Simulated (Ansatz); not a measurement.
# CH3SSi (charge +1): two geometries relaxed

Are the two ends of the shift of H4 from C1 to Si2 separate minima, and which lies lower? Each is relaxed from a guess. SMILES of the start: C#[Si][SH2+].

All numbers below are computed with Ansatz 0.2.0 (RKS PBE0-D4/def2-SVP).

## Step 1: Starting point

Bond lengths: C1–Si2 1.701 Å, Si2–S3 2.363 Å, C1–H4 1.086 Å, S3–H5 1.351 Å, S3–H6 1.351 Å. Angles: C1–Si2–S3 159.4°, Si2–C1–H4 120.8°, Si2–S3–H5 96.0°, Si2–S3–H6 96.1°, H5–S3–H6 93.0°.

As a file:

```xyz
6

C     0.7839    1.3017   -1.7261
Si    0.1962    0.3414   -0.4509
S    -1.2544   -0.4422    1.2425
H     1.7439    1.0888   -2.1866
H    -1.1579   -1.7497    0.9160
H    -0.3117   -0.5400    2.2052
```

## Step 2: Relaxing end A

input.yaml

```yaml
crystal:
  periodic: [false, false, false]
  atoms:
    - { symbol: C, position_ang: [0.78392, 1.30168, -1.72614] }
    - { symbol: Si, position_ang: [0.19616, 0.34137, -0.45088] }
    - { symbol: S, position_ang: [-1.25439, -0.44216, 1.24253] }
    - { symbol: H, position_ang: [1.74395, 1.08884, -2.18661] }
    - { symbol: H, position_ang: [-1.1579, -1.74974, 0.91595] }
    - { symbol: H, position_ang: [-0.31174, -0.53999, 2.20515] }
total_charge: 1
basis:
  gaussian: { orbitals: def2-SVP }
hamiltonian:
  xc: pbe0
  dispersion: d4
relax:
  f_tol: 0.02
  max_steps: 50
```

On the command line:

```console
$ ansatz run input.yaml --threads 1 --pin off --max-ram 2048MiB --backend cpu --events-out ev --progress --plain --runs-dir out
```

Output, shortened:

```text
Warning: RAYON_NUM_THREADS=1 ignored (pool sized by the plan → 1); use --threads N
[...]
Functional definition: PBE0
[...]
677 factors; integrals over basis functions are off by at most 2.7e-4 eV
[...]
mean field -19770.56189703 eV, -726.5547487477 hartree, gradient 2.4e-5 eV, S^2 0.000000; 0 other end points of the search recorded, 0 dependent functions left out
[...]
reference -19770.56191659 eV, -726.5547494665 hartree; 19, 19 occupied and 46, 46 virtual orbitals, 677 factors
relax step   1: F+E_penalty+E_count = -19770.65035910 eV  Δ(F+E_penalty+E_count) = +0.000e0 eV  max|allowed force component| = 1.497e0 eV/Å  Δτ_max = 0.0000 Å  (29 SCF iters, accepted)
[...]
relax step   4: F+E_penalty+E_count = -19771.27474123 eV  Δ(F+E_penalty+E_count) = -1.855e-1 eV  max|allowed force component| = 1.094e0 eV/Å  Δτ_max = 0.1900 Å  (32 SCF iters, accepted)
[...]
relax step   7: F+E_penalty+E_count = -19771.67852929 eV  Δ(F+E_penalty+E_count) = -1.350e-1 eV  max|allowed force component| = 5.658e-1 eV/Å  Δτ_max = 0.1924 Å  (32 SCF iters, accepted)
[...]
relax step  10: F+E_penalty+E_count = -19771.72558033 eV  Δ(F+E_penalty+E_count) = +2.852e-2 eV  max|allowed force component| = 7.727e-1 eV/Å  Δτ_max = 0.1460 Å  (34 SCF iters, rejected (line search))
[...]
relax step  13: F+E_penalty+E_count = -19771.81747068 eV  Δ(F+E_penalty+E_count) = -2.248e-2 eV  max|allowed force component| = 2.759e-1 eV/Å  Δτ_max = 0.1467 Å  (34 SCF iters, accepted)
[...]
relax step  14: F+E_penalty+E_count = -19771.87017571 eV  Δ(F+E_penalty+E_count) = -5.271e-2 eV  max|allowed force component| = 6.808e-1 eV/Å  Δτ_max = 0.1977 Å  (34 SCF iters, accepted)
[...]
relax step  15: F+E_penalty+E_count = -19772.00546358 eV  Δ(F+E_penalty+E_count) = -1.353e-1 eV  max|allowed force component| = 8.134e-1 eV/Å  Δτ_max = 0.1956 Å  (32 SCF iters, accepted)
[...]
677 factors; integrals over basis functions are off by at most 4.0e-4 eV
mean field -19772.09755785 eV, -726.6111832419 hartree, gradient 1.2e-5 eV, S^2 0.000000; 0 other end points of the search recorded, 0 dependent functions left out
[...]
```

## Step 3: The log goes on: end point A relaxed

Output, continued, shortened:

```text
reference -19772.09757878 eV, -726.6111840109 hartree; 19, 19 occupied and 46, 46 virtual orbitals, 677 factors
relax step  16: F+E_penalty+E_count = -19772.19957164 eV  Δ(F+E_penalty+E_count) = -1.941e-1 eV  max|allowed force component| = 1.265e0 eV/Å  Δτ_max = 0.1953 Å  (31 SCF iters, accepted)
[...]
relax step  19: F+E_penalty+E_count = -19772.75669271 eV  Δ(F+E_penalty+E_count) = -1.694e-1 eV  max|allowed force component| = 1.475e0 eV/Å  Δτ_max = 0.0745 Å  (30 SCF iters, accepted)
[...]
relax step  22: F+E_penalty+E_count = -19773.32980425 eV  Δ(F+E_penalty+E_count) = -8.858e-2 eV  max|allowed force component| = 8.495e-1 eV/Å  Δτ_max = 0.2000 Å  (29 SCF iters, accepted)
[...]
relax step  25: F+E_penalty+E_count = -19773.36637811 eV  Δ(F+E_penalty+E_count) = -2.577e-3 eV  max|allowed force component| = 8.946e-2 eV/Å  Δτ_max = 0.0161 Å  (29 SCF iters, accepted)
[...]
677 factors; integrals over basis functions are off by at most 8.8e-4 eV
mean field -19773.26407512 eV, -726.6540519609 hartree, gradient 8.9e-6 eV, S^2 0.000000; 1 other end points of the search recorded, 0 dependent functions left out
[...]
reference -19773.26409676 eV, -726.6540527562 hartree; 19, 19 occupied and 46, 46 virtual orbitals, 677 factors
Total energy: -19773.36665227 eV, -726.6578216016 hartree
Atom 0 at     0.473379     0.245130    -0.543923 Å, force    -0.002789    -0.001179     0.003289 eV/Å
Atom 1 at     1.983771    -0.601092    -0.762416 Å, force    -0.001868     0.000677     0.000764 eV/Å
Atom 2 at    -0.951635     0.223654     0.440635 Å, force     0.003916    -0.000974    -0.001582 eV/Å
Atom 3 at     0.391115     1.077658    -1.268428 Å, force     0.001364     0.002227    -0.003355 eV/Å
Atom 4 at    -1.395422    -1.067279     0.409029 Å, force    -0.000504    -0.000390     0.000334 eV/Å
Atom 5 at    -0.501208     0.121929     1.725103 Å, force    -0.000119    -0.000361     0.000550 eV/Å
Dipole moment:    -0.095165    -0.248149     0.288909 e Å
```

Run time: 50 s. Hardware: 1 thread of Intel Xeon at 2.70GHz, shared host; peak memory 0.14 GiB.

Step by step:

```csv
step,energy from step 1 (eV),largest force component (eV/Å)
1,0.0000,1.4966
2,-0.2552,0.7722
3,-0.4389,0.8846
4,-0.6244,1.0942
5,-0.8206,0.6433
6,-0.8932,0.4228
7,-1.0282,0.5658
8,-1.0780,0.8659
9,-1.1037,0.7588
10x,-1.0752,0.7727
11,-1.1317,0.2110
12,-1.1446,0.1551
13,-1.1671,0.2759
14,-1.2198,0.6808
15,-1.3551,0.8134
16,-1.5492,1.2651
17,-1.7548,1.4145
18,-1.9369,1.4272
19,-2.1063,1.4747
20,-2.4150,0.9464
21,-2.5909,0.6063
22,-2.6794,0.8495
23,-2.7030,0.4897
24,-2.7134,0.1607
25,-2.7160,0.0895
26,-2.7163,0.0210
27,-2.7163,0.0039
```

Step 1 is the start. 1 step was tried and not accepted (marked x).

After: Bond lengths: C1–Si2 1.745 Å, C1–S3 1.732 Å, C1–H4 1.107 Å, S3–H5 1.365 Å, S3–H6 1.365 Å. Angles: Si2–C1–S3 141.0°, Si2–C1–H4 110.3°, S3–C1–H4 108.7°, C1–S3–H5 105.4°, C1–S3–H6 105.3°, H5–S3–H6 93.4°.

Pairs that crossed the distance rule for bonds on the way: came closer C1–S3; moved apart Si2–S3.

## Step 4: Relaxing end B

The second end starts from a geometry with the move made by hand.

input.yaml: that of step 2 with these lines changed.

```diff
@@ -6,3 +6,3 @@
     - { symbol: S, position_ang: [-1.25439, -0.44216, 1.24253] }
-    - { symbol: H, position_ang: [1.74395, 1.08884, -2.18661] }
+    - { symbol: H, position_ang: [1.46936, -0.25426, -0.76359] }
     - { symbol: H, position_ang: [-1.1579, -1.74974, 0.91595] }
@@ -18 +18,3 @@
   max_steps: 50
+output:
+  orbitals: {}
```

On the command line:

```console
$ ansatz run input.yaml --threads 1 --pin off --max-ram 2048MiB --backend cpu --events-out ev --progress --plain --runs-dir out
```

Output, shortened:

```text
Warning: RAYON_NUM_THREADS=1 ignored (pool sized by the plan → 1); use --threads N
[...]
[... 1 set-up line as earlier in the session ...]
[...]
676 factors; integrals over basis functions are off by at most 2.6e-4 eV
[...]
mean field -19768.56343534 eV, -726.4813066353 hartree, gradient 2.8e-5 eV, S^2 0.000000; 0 other end points of the search recorded, 0 dependent functions left out
[...]
reference -19768.56345484 eV, -726.4813073516 hartree; 19, 19 occupied and 46, 46 virtual orbitals, 676 factors
relax step   1: F+E_penalty+E_count = -19768.65620772 eV  Δ(F+E_penalty+E_count) = +0.000e0 eV  max|allowed force component| = 2.129e0 eV/Å  Δτ_max = 0.0000 Å  (28 SCF iters, accepted)
[...]
relax step   8: F+E_penalty+E_count = -19769.84452361 eV  Δ(F+E_penalty+E_count) = -7.859e-2 eV  max|allowed force component| = 2.492e-1 eV/Å  Δτ_max = 0.0974 Å  (32 SCF iters, accepted)
[...]
relax step  15: F+E_penalty+E_count = -19770.87754729 eV  Δ(F+E_penalty+E_count) = -3.243e-1 eV  max|allowed force component| = 1.527e0 eV/Å  Δτ_max = 0.1908 Å  (33 SCF iters, accepted)
[...]
relax step  22: F+E_penalty+E_count = -19771.77714198 eV  Δ(F+E_penalty+E_count) = -4.531e-2 eV  max|allowed force component| = 3.216e-1 eV/Å  Δτ_max = 0.0971 Å  (32 SCF iters, accepted)
[...]
relax step  28: F+E_penalty+E_count = -19771.92524248 eV  Δ(F+E_penalty+E_count) = -9.473e-2 eV  max|allowed force component| = 7.742e-1 eV/Å  Δτ_max = 0.1951 Å  (32 SCF iters, accepted)
relax step  29: F+E_penalty+E_count = -19772.11374954 eV  Δ(F+E_penalty+E_count) = -1.885e-1 eV  max|allowed force component| = 8.603e-1 eV/Å  Δτ_max = 0.1949 Å  (32 SCF iters, accepted)
```

## Step 5: More of the same log: end point B relaxed

The log, continued, shortened:

```text
relax step  30: F+E_penalty+E_count = -19772.33105422 eV  Δ(F+E_penalty+E_count) = -2.173e-1 eV  max|allowed force component| = 1.338e0 eV/Å  Δτ_max = 0.1791 Å  (31 SCF iters, accepted)
[...]
relax step  32: F+E_penalty+E_count = -19772.80458277 eV  Δ(F+E_penalty+E_count) = -4.305e-2 eV  max|allowed force component| = 2.777e0 eV/Å  Δτ_max = 0.1948 Å  (33 SCF iters, accepted)
[...]
relax step  34: F+E_penalty+E_count = -19773.28504549 eV  Δ(F+E_penalty+E_count) = -1.368e-1 eV  max|allowed force component| = 8.062e-1 eV/Å  Δτ_max = 0.1950 Å  (30 SCF iters, accepted)
[...]
relax step  36: F+E_penalty+E_count = -19773.36188840 eV  Δ(F+E_penalty+E_count) = -1.609e-2 eV  max|allowed force component| = 3.265e-1 eV/Å  Δτ_max = 0.0674 Å  (28 SCF iters, accepted)
[...]
678 factors; integrals over basis functions are off by at most 8.9e-4 eV
[...]
mean field -19773.26430845 eV, -726.6540605357 hartree, gradient 7.7e-5 eV, S^2 0.000000; 1 other end points of the search recorded, 0 dependent functions left out
[...]
reference -19773.26433047 eV, -726.6540613449 hartree; 19, 19 occupied and 46, 46 virtual orbitals, 678 factors
Total energy: -19773.36691016 eV, -726.6578310790 hartree
Atom 0 at     0.511641     0.003746    -0.228481 Å, force     0.003209     0.006381    -0.005462 eV/Å
Atom 1 at     2.132445    -0.559641     0.088971 Å, force    -0.002185    -0.000516    -0.000871 eV/Å
Atom 2 at    -1.112403    -0.190945     0.341274 Å, force     0.000921    -0.002723    -0.003184 eV/Å
Atom 3 at     0.502587     0.678640    -1.105975 Å, force    -0.001756    -0.005187     0.008048 eV/Å
Atom 4 at    -1.206389    -1.506613     0.685408 Å, force    -0.000121     0.002885     0.001712 eV/Å
Atom 5 at    -1.102471     0.231714     1.641823 Å, force    -0.000068    -0.000839    -0.000242 eV/Å
Dipole moment:    -0.128175    -0.172143     0.327956 e Å
```

Run time: 79 s. Hardware: 1 thread of Intel Xeon at 2.70GHz, shared host; peak memory 0.15 GiB.

Step by step, one in 2:

| step | energy from step 1 (eV) | largest force component (eV/Å) |
| --- | --- | --- |
| 1 | 0.0000 | 2.1289 |
| 3 | -0.1583 | 0.4243 |
| 5 | -0.8507 | 2.0007 |
| 7 | -1.1097 | 0.8283 |
| 9 | -1.2530 | 0.2367 |
| 11 | -1.4425 | 1.0902 |
| 13 | -1.7330 | 1.5526 |
| 15 | -2.2213 | 1.5267 |
| 17 | -2.7411 | 1.1135 |
| 19 | -3.0396 | 0.3359 |
| 21x | -3.0675 | 1.4064 |
| 23 | -3.1347 | 0.1208 |
| 25 | -3.1416 | 0.0415 |
| 27 | -3.1743 | 0.5320 |
| 29 | -3.4575 | 0.8603 |
| 31 | -4.1053 | 1.5600 |
| 33 | -4.4920 | 1.5302 |
| 35 | -4.6896 | 0.3547 |
| 37 | -4.7096 | 0.0740 |
| 39 | -4.7107 | 0.0080 |

Step 1 is the start. 2 steps were tried and not accepted (marked x).

After: Bond lengths: C1–Si2 1.745 Å, C1–S3 1.732 Å, C1–H4 1.107 Å, S3–H5 1.363 Å, S3–H6 1.368 Å. Angles: Si2–C1–S3 140.8°, Si2–C1–H4 110.4°, S3–C1–H4 108.8°, C1–S3–H5 104.8°, C1–S3–H6 105.7°, H5–S3–H6 93.4°.

Pairs that crossed the distance rule for bonds on the way: came closer C1–S3, C1–H4; moved apart Si2–S3, Si2–H4.

## Step 6: Outcome

| quantity | value |
| --- | --- |
| end A | 25 moves, 2.716 eV lower |
| end B | 36 moves, 4.711 eV lower |
| largest difference between the ends | 0.11 Å |
| end B relative to end A | -0.000 eV |

**Reading.** The two relaxations end at one structure, within 0.11 Å: no second minimum was found from this start, which doesn't rule one out.
